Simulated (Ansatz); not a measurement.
Input for Ansatz (development build ahead of 0.2.0):

```yaml
crystal:
  periodic: [false, false, false]
  atoms:
    - { symbol: Si, position_ang: [1.32, 0.0, 0.0] }
    - { symbol: Si, position_ang: [-0.66, 1.14315, 0.0] }
    - { symbol: Si, position_ang: [-0.66, -1.14315, 0.0] }
basis:
  gaussian: { orbitals: def2-SVP }
magnetization:
  spin_polarized: true
  initial_magnetization: 2
hamiltonian:
  xc: pbe0
scf:
  omitted_lower_state_checks: [starts, atomic_configurations, cluster_reference, orbital_swaps, given_window_search, neighbouring_geometries, increment]
output:
  forces: true
```

The input is written out in the form of the current development build from the run's settings.

The run gave:

```
Converged                       : yes
Total energy                    : -867.72616 hartree
Spin squared of the determinant : 2.005
Stability test                  : minimum
```

Forces (eV/Å):
```csv
atom,Fx,Fy,Fz
Si1,-0.046,0.000,0.000
Si2,0.023,-0.040,0.000
Si3,0.023,0.040,0.000
```
